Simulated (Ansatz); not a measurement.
**C2H4F2O2: one species, many methods**

One table from this session's results is given with a row withheld; the runs are named, their logs left out.

Program: Ansatz 0.2.0, Gaussian basis. Level of theory: functionals in def2-TZVPP, the program's frozen cores in correlated methods. These are calculated values, not measurements.

Levels to be run: PBE-D4, r2SCAN-D4, PBE0-D4, B3LYP-D4, ωB97X-V, ωB97M-V, B2PLYP; CCSD(T)/def2-TZVPP; MP2/def2-QZVPP; extrapolation to the limit.

### The geometry

All runs share one geometry, relaxed beforehand with PBE0-D4 in a triple-zeta def2 set.

SMILES `COC(O)(F)F`, 10 atoms, charge 0, spin multiplicity 1.

Atoms are counted from 1 here; the program's logs count them from 0.

Bond lengths: C1–O2 1.423 Å, C1–H7 1.092 Å, C1–H8 1.088 Å, C1–H9 1.091 Å, O2–C3 1.353 Å, C3–O4 1.346 Å, C3–F5 1.362 Å, C3–F6 1.345 Å, O4–H10 0.963 Å. Angles: O2–C1–H7 110.7°, O2–C1–H8 105.8°, O2–C1–H9 110.9°, H7–C1–H8 109.6°, H7–C1–H9 110.0°, H8–C1–H9 109.8°, C1–O2–C3 115.9°, O2–C3–O4 110.2°, O2–C3–F5 110.3°, O2–C3–F6 112.1°, O4–C3–F5 110.9°, O4–C3–F6 108.2°, F5–C3–F6 105.0°, C3–O4–H10 107.9°.

Set-up of the first run:

File in.yaml:

```yaml
crystal:
  periodic: [false, false, false]
  atoms:
    - {symbol: C, position_ang: [-0.459633, -1.112458, 0.735516]}
    - {symbol: O, position_ang: [0.379454, -0.501045, -0.238085]}
    - {symbol: C, position_ang: [0.277892, 0.844158, -0.345413]}
    - {symbol: O, position_ang: [1.095550, 1.297202, -1.313610]}
    - {symbol: F, position_ang: [-1.013440, 1.201749, -0.591880]}
    - {symbol: F, position_ang: [0.598257, 1.469062, 0.801735]}
    - {symbol: H, position_ang: [-0.255872, -0.707429, 1.728457]}
    - {symbol: H, position_ang: [-0.213059, -2.171460, 0.715567]}
    - {symbol: H, position_ang: [-1.512171, -0.972637, 0.483977]}
    - {symbol: H, position_ang: [1.186322, 0.601754, -1.973165]}
basis:
  gaussian: {orbitals: def2-TZVPP}
hamiltonian: {xc: pbe, dispersion: d4}
output: {forces: true, orbitals: {seedname: orbitals}}
```

Command:

```console
> ansatz run in.yaml --threads 4 --pin off --events-out ev --progress --plain --max-ram 10444MiB
```

Steps of the session up to this table: PBE-D4 (GGA); r2SCAN-D4 (meta-GGA); PBE0-D4 (hybrid); B3LYP-D4 (hybrid); ωB97X-V (range-separated); ωB97M-V (range-separated); B2PLYP (double hybrid); CCSD(T) in def2-TZVPP; MP2 in def2-QZVPP.

One of the session's tables, all rows but one given; the rest of the session is left out.

| method | atomisation energy (eV) |
| --- | --- |
| PBE-D4 | 42.571 |
| r2SCAN-D4 | 41.310 |
| PBE0-D4 | 41.181 |
| B3LYP-D4 | ? |
| ωB97X-V | 41.220 |
| ωB97M-V | 41.280 |
| B2PLYP | 40.578 |
| HF/def2-TZVPP | 28.046 |
| MP2/def2-TZVPP | 41.335 |
| CCSD/def2-TZVPP | 39.173 |
| CCSD(T)/def2-TZVPP | 39.960 |
| MP2/CBS | 42.491 |
| CCSD(T)/CBS | 41.116 |

**Question.** Estimate the row for B3LYP-D4.

The run gave: atomisation energy (eV): 40.841. In the column «atomisation energy (eV)» it lies between B2PLYP (40.578) and CCSD(T)/CBS (41.116).
